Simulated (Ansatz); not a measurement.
fcc Ni, treated with r²SCANh (plane waves, PAW; Ansatz, an electronic-structure program).

Settings: plane-wave cutoff 520 eV, 16×16×16 k mesh, Fermi–Dirac smearing 0.05 eV, spin-polarised with parallel moments, scalar-relativistic PAW data made under PBE.

Computed points:

```csv
V (Å³/atom),E − E_lowest (meV/atom)
9.987,19.43
10.250,4.24
10.423,0.00
10.776,3.49
11.039,15.19
```

Question: Fit the third-order Birch–Murnaghan equation and give B0 and B′.

Answer: V0 = 10.517 Å³/atom, B0 = 216 GPa, B′ = 5.1 (fit to the energies at full precision).

Measured, for comparison: bulk modulus 192 GPa (0 K value with the zero-point phonon effect removed, our sources range from 186 to 195; as tabulated in Mejia-Rodriguez and Trickey (2018), arXiv:1807.09216); equilibrium volume per atom 10.79 Å³/atom (static lattice: zero-point anharmonic expansion removed; as tabulated in Mejia-Rodriguez and Trickey (2018), arXiv:1807.09216). Computed (rounded) less measured: bulk modulus +12 % (+11 % to +16 % over the range), equilibrium volume per atom -2.5 %.

The computed numbers hold no vibrational or temperature effects.
